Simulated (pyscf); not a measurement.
A first-order saddle from PySCF, ωB97X-D3(BJ)/def2-SVP:

```xyz
9

In    -0.3263    -0.7252    -1.0411
C     -2.2435    -1.3116    -0.3921
H     -0.6285    -1.9887     0.2441
H     -2.8991    -0.7833     0.3192
H     -2.5375    -2.3543    -0.5699
C      0.6542     1.1275    -1.5243
H      1.7302     0.9820    -1.6896
H      0.2006     1.5579    -2.4294
H      0.5099     1.8313    -0.6894
```
Charge 0, spin multiplicity 2.

Surface: doublet, charge 0. Lowest wavenumbers (cm⁻¹): 1633i, 11, 105, 194, 498.

### Question
Name the species on either side of this saddle.

### Answer
[H₃C–In–CH₃]• ⇌ •H₂C–InH–CH₃, a hydrogen shift read from left to right: C–H broken and H–In formed. At ωB97M-D3(BJ)/def2-TZVP it lies +68.3 kcal/mol from the left side and +36.5 kcal/mol from the right (each side as separated species at their lowest minima found). The same reactants have a lower exit, to CH₃• + H₃C–In [singlet] (no saddle found, reaction energy +28.1 kcal/mol at ωB97M-D3(BJ)/def2-TZVP, against +68.3 kcal/mol here). This is the saddle that the search found; another between the same sides may lie lower. Elements past Kr carry the def2 core potentials, without spin-orbit coupling.
